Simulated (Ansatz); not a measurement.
**Molecular dynamics of C₂H₇Al**

The input (input.yaml):

```yaml
crystal:
  periodic: [false, false, false]
  atoms:
    - { symbol: Al, position_ang: [-0.147454, -0.005492, -0.049616] }
    - { symbol: C, position_ang: [-0.116583, 0.116543, 1.9101] }
    - { symbol: H, position_ang: [-1.163688, 0.006766, 2.260162] }
    - { symbol: H, position_ang: [0.370855, -0.80806, 2.283115] }
    - { symbol: C, position_ang: [0.531906, 1.353064, 2.543756] }
    - { symbol: H, position_ang: [0.503378, 1.324321, 3.646871] }
    - { symbol: H, position_ang: [1.590338, 1.455736, 2.250497] }
    - { symbol: H, position_ang: [0.028682, 2.284052, 2.23237] }
    - { symbol: H, position_ang: [0.516484, 1.124375, -0.961527] }
    - { symbol: H, position_ang: [-0.84282, -1.261305, -0.744229] }
basis:
  gaussian: { orbitals: def2-SVP }
hamiltonian:
  xc: r2scan
  dispersion: d4
md:
  timestep: 0.5
  n_steps: 150
  ensemble: nve
  temperature: 700.0
  initial_velocities: maxwell_boltzmann
  seed: 747006
```

Command:

```bash
$ ansatz run input.yaml --threads 2 --pin off --max-ram 3072MiB --backend cpu --events-out ev --progress --plain --runs-dir out
```

It starts from a relaxed structure.

Output, in part (step lines, the closing report, with atoms numbered from 0):

```
md step     0: t =     0.00 fs  T =   700.0 K  F+E_penalty+E_count = -8778.70110600 eV  E_kin = 0.723856 eV  conserved = -8777.97725001 eV  (24 SCF iters)
md step     1: t =     0.50 fs  T =   677.5 K  F+E_penalty+E_count = -8778.67761467 eV  E_kin = 0.700552 eV  conserved = -8777.97706252 eV  (29 SCF iters)
md step     2: t =     1.00 fs  T =   614.1 K  F+E_penalty+E_count = -8778.61093342 eV  E_kin = 0.635027 eV  conserved = -8777.97590623 eV  (29 SCF iters)
md step     3: t =     1.50 fs  T =   527.8 K  F+E_penalty+E_count = -8778.51981373 eV  E_kin = 0.545736 eV  conserved = -8777.97407726 eV  (29 SCF iters)
md step     4: t =     2.00 fs  T =   445.0 K  F+E_penalty+E_count = -8778.43257634 eV  E_kin = 0.460133 eV  conserved = -8777.97244358 eV  (29 SCF iters)
md step     5: t =     2.50 fs  T =   388.9 K  F+E_penalty+E_count = -8778.37405020 eV  E_kin = 0.402126 eV  conserved = -8777.97192409 eV  (29 SCF iters)
md step     6: t =     3.00 fs  T =   367.1 K  F+E_penalty+E_count = -8778.35228424 eV  E_kin = 0.379612 eV  conserved = -8777.97267240 eV  (29 SCF iters)
md step     7: t =     3.50 fs  T =   369.6 K  F+E_penalty+E_count = -8778.35622004 eV  E_kin = 0.382245 eV  conserved = -8777.97397466 eV  (29 SCF iters)
[... lines left out ...]
Total energy: -8778.24417640 eV, -322.5945233752 hartree
Atom 0 at    -0.156391    -0.008940    -0.050977 Å, force     0.126288    -0.559691     0.653824 eV/Å
Atom 1 at    -0.147404     0.084157     1.916277 Å, force    -0.152295     1.760123    -0.171310 eV/Å
Atom 2 at    -1.251156     0.030931     2.153609 Å, force     0.531885     0.465758     0.119027 eV/Å
Atom 3 at     0.213390    -0.816159     2.363875 Å, force     0.622391    -1.047041     0.596022 eV/Å
Atom 4 at     0.592817     1.377472     2.519934 Å, force    -0.054642    -1.809250     1.591546 eV/Å
Atom 5 at     0.370265     1.543773     3.609395 Å, force    -0.042659    -0.741109    -0.250286 eV/Å
Atom 6 at     1.742272     1.252965     2.558312 Å, force    -1.608146     0.580682    -0.817721 eV/Å
Atom 7 at     0.145459     2.300690     2.169909 Å, force     0.571556     0.571977    -1.101237 eV/Å
Atom 8 at     0.004712     1.340398    -0.743008 Å, force     0.059838     0.873205    -0.640639 eV/Å
Atom 9 at    -0.341024    -1.339358    -0.898166 Å, force    -0.054216    -0.094655     0.020775 eV/Å
Dipole moment:    -0.028165    -0.026895     0.149921 e Å
```

The steps, from the saved trajectory:

| time (fs) | T (K) | potential energy less start (eV) | conserved less start (meV/atom) |
| --- | --- | --- | --- |
| 0.0 | 700 | 0.000 | 0.00 |
| 2.5 | 389 | 0.327 | 0.53 |
| 5.0 | 359 | 0.355 | 0.22 |
| 7.5 | 210 | 0.511 | 0.47 |
| 10.0 | 437 | 0.274 | 0.18 |
| 12.5 | 341 | 0.375 | 0.41 |
| 15.0 | 383 | 0.329 | 0.18 |
| 17.5 | 297 | 0.420 | 0.36 |
| 20.0 | 322 | 0.395 | 0.40 |
| 22.5 | 468 | 0.241 | 0.11 |
| 25.0 | 310 | 0.407 | 0.38 |
| 27.5 | 284 | 0.433 | 0.28 |
| 30.0 | 203 | 0.519 | 0.47 |
| 32.5 | 498 | 0.210 | 0.12 |
| 35.0 | 417 | 0.297 | 0.43 |
| 37.5 | 388 | 0.325 | 0.20 |
| 40.0 | 161 | 0.562 | 0.46 |
| 42.5 | 326 | 0.390 | 0.28 |
| 45.0 | 369 | 0.345 | 0.27 |
| 47.5 | 326 | 0.389 | 0.25 |
| 50.0 | 253 | 0.466 | 0.34 |
| 52.5 | 264 | 0.454 | 0.40 |
| 55.0 | 441 | 0.269 | 0.13 |
| 57.5 | 339 | 0.377 | 0.38 |
| 60.0 | 357 | 0.356 | 0.22 |
| 62.5 | 165 | 0.558 | 0.50 |
| 65.0 | 414 | 0.297 | 0.18 |
| 67.5 | 426 | 0.287 | 0.43 |
| 70.0 | 548 | 0.158 | 0.12 |
| 72.5 | 288 | 0.430 | 0.41 |
| 75.0 | 262 | 0.457 | 0.36 |

All steps were run. The conserved energy stayed within 0.53 meV per atom of its start (net change 0.36 meV per atom), so the integration is sound. The temperature averaged 0.47 of the 700 K drawn at the start: a run that starts near a minimum puts about half its kinetic energy into the potential. A run of 0.075 ps of so small a system gives no equilibrium averages.

The same pairs are bonded in the first frame and the last. Pairs count as bonded within 1.25 times the sum of covalent radii (0.12 Å more for H–H).

Last frame:

```xyz
10
Properties=species:S:1:pos:R:3
Al -0.156 -0.009 -0.051
C -0.147 0.084 1.916
H -1.251 0.031 2.154
H 0.213 -0.816 2.364
C 0.593 1.377 2.520
H 0.370 1.544 3.609
H 1.742 1.253 2.558
H 0.145 2.301 2.170
H 0.005 1.340 -0.743
H -0.341 -1.339 -0.898
```

Run time: 12 min on 2 threads of Intel(R) Xeon(R) Processor @ 2.50GHz (Skylake/Cascade Lake), with other jobs on the host, peak memory 0.15 GiB.
